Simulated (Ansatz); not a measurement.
# SiP+ (triplet): wave-function methods side by side, def2-QZVPP

One table from this session's results is given with a row withheld; the runs are named, their logs left out.

The runs use Ansatz 0.2.0, Gaussian basis; def2-QZVPP, core rule «outside noble gas», up to 10 orbitals frozen.

The runs, in order: UHF; ROHF; CCSD(T) on UHF.

2 further runs of the same task are left out: 2 set aside as unsound or not needed.

## What is computed

The geometry is a PBE0/def2-TZVP stationary point (not a proven minimum) of the parent state, kept for this charge and spin.

2 atoms, charge 1, spin multiplicity 3.

Atoms are counted from 1 here; the program's logs count them from 0.

Bond lengths: Si1–P2 2.233 Å.

Coordinates:

```tsv
atom	x (Å)	y (Å)	z (Å)
Si1	0.00000	0.00000	0.00000
P2	0.00000	0.00000	2.23300
```

The first run:

Contents of in.yaml:

```yaml
crystal:
  periodic: [false, false, false]
  atoms:
    - {symbol: Si, position_ang: [0.000000, 0.000000, 0.000000]}
    - {symbol: P, position_ang: [0.000000, 0.000000, 2.233000]}
basis:
  gaussian: {orbitals: "def2-QZVPP.json"}
total_charge: 1
magnetization: {spin_polarized: true, initial_magnetization: 2}
hamiltonian: {xc: hf}
output: {orbitals: {seedname: orbitals}}
```

On the command line:

```bash
$ ansatz run in.yaml --threads 1 --pin off --events-out ev --progress --plain --max-ram 4096MiB --backend cpu
```

Steps of the session up to this table: UHF; ROHF; CCSD(T) on UHF.

One of the session's tables, all rows but one given; the rest of the session is left out.

It belongs to the step «Misses and costs». 

| method | from UCCSD(T) (meV) |
| --- | --- |
| ROHF | ? |
| UHF | +5900.7 |
| UMP2 | +1172.8 |
| UCCSD | +303.9 |
| UCCSD(T) | 0 |

Estimate the missing values for ROHF.

The run gave: from UCCSD(T) (meV): +6051.5. In the column «from UCCSD(T) (meV)» it is the highest.
